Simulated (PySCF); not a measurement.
Gas-phase reaction: 2 SiCl₃NH₂ + Si₂H₆ = 2 N + 2 H₃SiSiCl₃ + 4 H

Computed with PySCF and rigid-rotor harmonic-oscillator thermochemistry at 1 bar. † marks an energy on the PBE0/def2-TZVP geometry and frequencies; other levels use their own. MP2 and CCSD(T) freeze the core. 6-31G* has spherical d functions here. Open shells (unrestricted): N (multiplicity 4), H (multiplicity 2); the rest are closed-shell singlets. B3LYP is the form with VWN-RPA correlation. SiCl₃NH₂, H₃SiSiCl₃: computed as isolated molecules; such fragments, hydroxides, amides, oligomers or adducts are transient or little studied in the gas. MP2 isn't extrapolated to the basis-set limit; its ΔH°(298 K) is 1866.1 kJ in def2-SVP and 1990.3 kJ in def2-TZVPP. CCSD(T) isn't extrapolated to the basis-set limit. The harmonic model lacks anharmonicity and excited electronic states, which grow with temperature; levels with a mode under 35 cm⁻¹ are left out. Internal rotation in SiCl₃NH₂, Si₂H₆, H₃SiSiCl₃ is treated as a harmonic vibration of one conformer, which makes the entropy rough.

```json
[
 {"level": "B3LYP/6-31G*", "ΔE electronic, kJ": "2081", "ΔH°(298 K), kJ": "1975", "ΔS°(298 K), J/K": "524", "ΔG°(1200 K), kJ": "1304"},
 {"level": "CCSD(T)/def2-SVP†", "ΔE electronic, kJ": "1958", "ΔH°(298 K), kJ": "1852", "ΔS°(298 K), J/K": "525", "ΔG°(1200 K), kJ": "1181"},
 {"level": "HF/6-31G*", "ΔE electronic, kJ": "1366", "ΔH°(298 K), kJ": "1252", "ΔS°(298 K), J/K": "522", "ΔG°(1200 K), kJ": "583"},
 {"level": "MP2/def2-TZVPP†", "ΔE electronic, kJ": "2097", "ΔH°(298 K), kJ": "1990", "ΔS°(298 K), J/K": "525", "ΔG°(1200 K), kJ": "1319"},
 {"level": "PBE/def2-TZVP†", "ΔE electronic, kJ": "2155", "ΔH°(298 K), kJ": "2049", "ΔS°(298 K), J/K": "525", "ΔG°(1200 K), kJ": "1378"},
 {"level": "PBE0/def2-QZVP†", "ΔE electronic, kJ": "2126", "ΔH°(298 K), kJ": "2019", "ΔS°(298 K), J/K": "525", "ΔG°(1200 K), kJ": "1349"},
 {"level": "PBE0/def2-SVP†", "ΔE electronic, kJ": "2093", "ΔH°(298 K), kJ": "1986", "ΔS°(298 K), J/K": "525", "ΔG°(1200 K), kJ": "1315"},
 {"level": "ωB97M-V/def2-TZVP†", "ΔE electronic, kJ": "2154", "ΔH°(298 K), kJ": "2047", "ΔS°(298 K), J/K": "525", "ΔG°(1200 K), kJ": "1376"}
]
```
ΔH° is lowest at HF/6-31G* and highest at PBE/def2-TZVP†. No reference value is set beside these.
